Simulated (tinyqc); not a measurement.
The integration grid: Kohn-Sham LDA (VWN5) on finer and finer grids in the sto-3g basis, for NH, spin multiplicity 3. Computed by the program tinyqc with PySCF. Self-consistent on each grid; the net force on the molecule should vanish.

Geometry (angstrom):
```
atom       x       y       z
N     0.0000  0.0000  0.0000
H     0.0000  0.0000  1.2560
```

Kohn-Sham energy on Becke grids (radial x angular points per atom):
```
grid       points  residual of the electron count  E (hartree)  E - finest (mhartree)  largest net force without grid terms (hartree/bohr)
10 x 14       275                       -1.37e-02    -53.93517               62.60632                                             2.19e-02
15 x 26       772                        5.92e-03    -54.00062               -2.84888                                             4.73e-04
20 x 50      1990                       -3.07e-04    -53.99790               -0.13135                                             1.56e-04
30 x 86      5144                       -1.70e-04    -53.99766                0.11048                                             1.56e-04
50 x 194    19374                        9.75e-07    -53.99777               -0.00053                                             1.91e-06
75 x 302    45260                       -2.21e-08    -53.99777               3.02e-05                                             6.78e-07
120 x 590  141437                       -2.24e-09    -53.99777                0.00000                                             2.09e-08
```

What does the comparison show, and why?

The energy is within 0.1 mhartree of the finest grid first at 50 x 194. The error has both signs, since quadrature is not variational. The electron count and the net force are cheap signs of a poor grid.
